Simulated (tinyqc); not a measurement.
Worked calculation: RHF in the sto-3g basis, for HF, spin multiplicity 1. Computed by tinyqc, a small Python program that keeps every step (integrals from PySCF). Settings: charge = 0, multiplicity = 1, basis = sto-3g, energy threshold = 1e-08, iteration cap = 66, orthogonalisation = symmetric, start = Wolfsberg-Helmholz matrix, DIIS depth = 8, method = RHF. Command: `OMP_NUM_THREADS=1 python tinyqc.py 20373 20374 out.jsonl` (the two numbers bound the seeds that draw the settings). One thread of a shared host (Intel(R) Xeon(R) Processor @ 2.60GHz), about 0.06 s of CPU time with the checks.

Geometry (angstrom):
```
atom       x       y       z
F     0.0000  0.0000  0.0000
H     0.0000  0.0000  1.0810
```

Stop when the energy changes by less than 1e-08 hartree and every element of the error matrix X^T (F D S - S D F) X is below 3e-05.

Course of the cycle:
```
iteration  E (hartree)     change  largest element of the error matrix
1           -98.259942          -                             4.48e-01
2           -98.541026  -2.81e-01                             1.08e-01
3           -98.556551  -1.55e-02                             1.66e-02
4           -98.556722  -1.71e-04                             1.95e-03
5           -98.556724  -2.35e-06                             4.57e-06
6           -98.556724  -1.42e-11                             3.05e-07
```

Can the last value be used, and what does the course show?

Yes. Converged in 6 iterations. PySCF RHF in the same basis = -98.556724 hartree.
